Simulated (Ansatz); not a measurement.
**CH4FN: a ladder of functionals and wavefunction methods**

The task here is to estimate one member of a computed series from the others.

Method: functionals in def2-TZVPP, the program's frozen cores in correlated methods; program: Ansatz 0.2.0, Gaussian basis.

The runs, in order: LDA (SPW92), PBE-D4, revPBE-D4, BLYP-D4, r2SCAN-D4, B97M-V, PBE0-D4, B3LYP-D4, r2SCANh-D4, r2SCAN0-D4, HSE06-D4, BHLYP-D4, CAM-B3LYP-D4, LC-ωPBE, ωB97X-V, ωB97M-V, B2PLYP, PBE-QIDH; CCSD(T)/def2-SVP; CCSD(T)/def2-TZVPP; MP2/def2-QZVPP; extrapolation to the limit; RPA on PBE.

## Structure used throughout

All runs share one geometry, relaxed beforehand with PBE0-D4 in a triple-zeta def2 set.

SMILES `NCF`, 7 atoms, charge 0, spin multiplicity 1.

Atoms are counted from 1 here; the program's logs count them from 0.

Bond lengths: N1–C2 1.402 Å, N1–H4 1.010 Å, N1–H5 1.010 Å, C2–F3 1.406 Å, C2–H6 1.092 Å, C2–H7 1.092 Å. Angles: C2–N1–H4 112.8°, C2–N1–H5 112.8°, H4–N1–H5 109.7°, N1–C2–F3 113.7°, N1–C2–H6 110.2°, N1–C2–H7 110.2°, F3–C2–H6 106.1°, F3–C2–H7 106.1°, H6–C2–H7 110.3°.

The first run:

File in.yaml:

```yaml
crystal:
  periodic: [false, false, false]
  atoms:
    - {symbol: N, position_ang: [-0.458625, -0.120829, -0.759838]}
    - {symbol: C, position_ang: [0.444156, -0.110176, 0.313172]}
    - {symbol: F, position_ang: [0.043149, 0.710136, 1.382030]}
    - {symbol: H, position_ang: [-1.364135, -0.489921, -0.506135]}
    - {symbol: H, position_ang: [-0.568682, 0.787490, -1.188073]}
    - {symbol: H, position_ang: [0.551367, -1.115049, 0.726415]}
    - {symbol: H, position_ang: [1.414072, 0.270348, -0.013170]}
basis:
  gaussian: {orbitals: def2-TZVPP}
hamiltonian: {xc: lda}
output: {orbitals: {seedname: orbitals}}
```

Run with:

```console
> ansatz run in.yaml --threads 2 --pin off --events-out ev --progress --plain --max-ram 4352MiB
```

Steps of the session up to this table: LDA; PBE-D4 (GGA); revPBE-D4 (GGA); BLYP-D4 (GGA); r2SCAN-D4 (meta-GGA); B97M-V (meta-GGA); PBE0-D4 (hybrid); B3LYP-D4 (hybrid); r2SCANh-D4 (hybrid); r2SCAN0-D4 (hybrid); HSE06-D4 (hybrid); BHLYP-D4 (hybrid); CAM-B3LYP-D4 (range-separated); LC-ωPBE (range-separated); ωB97X-V (range-separated); ωB97M-V (range-separated); B2PLYP (double hybrid); PBE-QIDH (double hybrid).

One of the session's tables, all rows but one given; the rest of the session is left out.

| functional | HOMO (eV) | LUMO (eV) | gap (eV) |
| --- | --- | --- | --- |
| LDA (SPW92) | -6.57 | 0.24 | 6.81 |
| PBE-D4 | -6.40 | 0.33 | 6.73 |
| revPBE-D4 | -6.34 | 0.37 | 6.70 |
| BLYP-D4 | -6.31 | 0.25 | 6.56 |
| r2SCAN-D4 | -6.74 | 1.19 | 7.93 |
| B97M-V | -6.88 | 0.58 | 7.46 |
| PBE0-D4 | -7.96 | 1.16 | 9.13 |
| B3LYP-D4 | ? | ? | ? |
| r2SCANh-D4 | -7.32 | 1.43 | 8.75 |
| r2SCAN0-D4 | -8.21 | 1.75 | 9.96 |
| HSE06-D4 | -7.55 | 0.80 | 8.35 |
| BHLYP-D4 | -9.47 | 1.71 | 11.19 |
| CAM-B3LYP-D4 | -9.47 | 1.88 | 11.34 |
| LC-ωPBE | -10.87 | 3.23 | 14.10 |
| ωB97X-V | -10.49 | 3.05 | 13.54 |
| ωB97M-V | -10.40 | 2.54 | 12.95 |

Q: Estimate the row for B3LYP-D4 from the others.

Worked estimate for «HOMO (eV)». Against the share of exact exchange, BLYP-D4 (0, -6.31), BHLYP-D4 (0.5, -9.47) give a slope of -6.32 per unit share; at 0.2 the line stands at -7.57.

As computed: HOMO (eV): -7.72; LUMO (eV): 0.77; gap (eV): 8.49. In «HOMO (eV)» the line misses by +0.15.
